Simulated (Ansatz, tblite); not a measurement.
# The cluster Zn2Se+: rung by rung

Aim: run the doublet of the cluster Zn2Se+ at one geometry on many levels, and compare frontier levels, spin and run time.

Computed with Ansatz 0.2.0, Gaussian basis. Level: as each input shows.

Plan: GFN1-xTB, GFN2-xTB, PBE-D4/def2-TZVP, r2SCAN-D4/def2-TZVP, B97M-V/def2-TZVP, HF/def2-TZVP, ωB97X-V/def2-TZVP, B3LYP-D4/def2-TZVP, BLYP-D4/def2-TZVP, PBE+5HF/def2-TZVP, PBE+10HF/def2-TZVP, PBE+15HF/def2-TZVP, PBE+35HF/def2-TZVP, PBE+50HF/def2-TZVP, PBE-D4/def2-SVP, PBE0-D4/def2-SVP, CCSD(T)/def2-TZVP, RPA/def2-TZVP.

### 1 The geometry

The doublet was relaxed beforehand with r2SCAN-D4/def2-TZVP. At that level it is the lowest of the isomers that a small search found.

3 atoms, charge 1, spin multiplicity 2.

Bond lengths: Zn1–Se3 2.305 Å, Zn2–Se3 2.305 Å. Angles: Zn1–Se3–Zn2 110.9°.

The ion is computed in the gas phase, without counter-ions or solvent.

PBE0-D4/def2-TZVP was run before; its log isn't repeated, and its numbers join the tables.

### 2 GFN1-xTB

Tight binding, by tblite at 300 K electronic temperature and without a spin-polarisation term:

```python
tblite.interface.Calculator('GFN1-xTB', numbers, positions, charge=1, uhf=1).singlepoint()
```

Energy -123.5134 eV; 0.002 s.

### 3 GFN2-xTB

Tight binding, by tblite at 300 K electronic temperature and without a spin-polarisation term:

```python
tblite.interface.Calculator('GFN2-xTB', numbers, positions, charge=1, uhf=1).singlepoint()
```

Energy -104.1042 eV; 0.002 s.

### 4 PBE-D4/def2-TZVP

start.molden holds the orbitals of an earlier run on this state, given as this run's starting guess.

in.yaml

```yaml
crystal:
  periodic: [false, false, false]
  atoms:
    - {symbol: Zn, position_ang: [-0.404950, -1.711840, 0.836613]}
    - {symbol: Zn, position_ang: [-0.442939, 1.783549, -0.645818]}
    - {symbol: Se, position_ang: [0.847899, -0.071709, -0.190796]}
basis:
  gaussian: {orbitals: def2-TZVP, initial_orbitals: start.molden}
total_charge: 1
magnetization: {spin_polarized: true, initial_magnetization: 1}
hamiltonian: {xc: pbe, dispersion: d4}
scf: {omitted_lower_state_checks: [starts]}
output: {forces: true, orbitals: {seedname: orbitals}}
```

Started as:

```console
ansatz run in.yaml --threads 4 --pin off --events-out ev --progress --plain --max-ram 3916MiB
```

Further steps of the session: r2SCAN-D4/def2-TZVP; B97M-V/def2-TZVP; HF/def2-TZVP; ωB97X-V/def2-TZVP; B3LYP-D4/def2-TZVP; BLYP-D4/def2-TZVP; PBE+5HF/def2-TZVP; PBE+10HF/def2-TZVP; PBE+15HF/def2-TZVP; PBE+35HF/def2-TZVP; PBE+50HF/def2-TZVP; PBE-D4/def2-SVP; PBE0-D4/def2-SVP; CCSD(T)/def2-TZVP; RPA/def2-TZVP.

Before running them: what should the planned runs give, taken together? Wanted: gap in def2-TZVP, named functionals and Hartree-Fock, smallest and largest; gap over the share of exact exchange; correlation energy, CCSD(T)/def2-TZVP; ⟨S²⟩ in def2-TZVP, named functionals and Hartree-Fock, smallest and largest; PBE0 total energy, smallest basis above largest.

As calculated:

| quantity | value |
| --- | --- |
| gap in def2-TZVP, named functionals and Hartree-Fock, smallest and largest | 0.49 eV (PBE-D4), 5.32 eV (HF) |
| gap over the share of exact exchange | 0.49 eV at 0, 2.66 eV at 0.5 |
| correlation energy, CCSD(T)/def2-TZVP | -27.49 eV |
| ⟨S²⟩ in def2-TZVP, named functionals and Hartree-Fock, smallest and largest | 0.752, 0.785 |
| PBE0 total energy, smallest basis above largest | 21.96 eV (def2-SVP, def2-TZVP) |

**Reading.** Over the named functionals and Hartree-Fock in def2-TZVP the gap runs from 0.49 eV (PBE-D4) to 5.32 eV (HF); exact exchange widens it. Raising the share of exact exchange from 0 to 0.5 moves the HOMO by -0.98 eV and the LUMO by +1.19 eV. Over the named functionals and Hartree-Fock in def2-TZVP spin contamination reaches 0.03 (ωB97X-V), which is small.
